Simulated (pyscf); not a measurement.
HF + HF → HF + HF (four-centre exchange; singlet surface; F–H, F–H broken, F–H, F–H formed). Structures and frequencies: ωB97X-D3(BJ)/def2-SVP in PySCF. Correlated levels are frozen-core, on RHF or UHF. ΔMP2 is the change of the MP2 total energy from the triple- to the quadruple-zeta basis. Energies in kcal/mol from the separated reactants.

| level | barrier | reaction energy |
|---|---|---|
| ωB97X-D3(BJ)/def2-TZVP | 33.6 | 0.0 |
| PBE/def2-TZVP | ? | 0.0 |
| r²SCAN/def2-TZVP | 28.3 | 0.0 |
| B3LYP-D3(BJ)/def2-TZVP | 31.7 | 0.0 |
| ωB97M-D3(BJ)/def2-TZVP | 32.8 | 0.0 |
| MP2/def2-QZVPP | 35.9 | 0.0 |
| CCSD(T)/def2-TZVPP + ΔMP2(QZVPP) | ? | 0.0 |

### Question
Complete the blanks.

### Answer

- PBE/def2-TZVP, barrier: 24.5
- CCSD(T)/def2-TZVPP + ΔMP2(QZVPP), barrier: 37.7

Of the functionals in the table, ωB97X-D3(BJ) is closest to CCSD(T)/def2-TZVPP + ΔMP2(QZVPP) in the barrier (4.1 kcal/mol apart) and PBE least close (13.2 kcal/mol); that level has limits of its own. On the reactant side the descent ends in a complex, 4.0 kcal/mol under the separated species and 37.6 kcal/mol under the saddle at ωB97X-D3(BJ)/def2-TZVP. On the product side the descent ends in a complex, 4.0 kcal/mol under the separated species and 37.6 kcal/mol under the saddle at ωB97X-D3(BJ)/def2-TZVP. One saddle was located; it need not be the lowest between these sides. The CCSD(T) − MP2 part came from Ansatz, without density fitting, on the same reference.
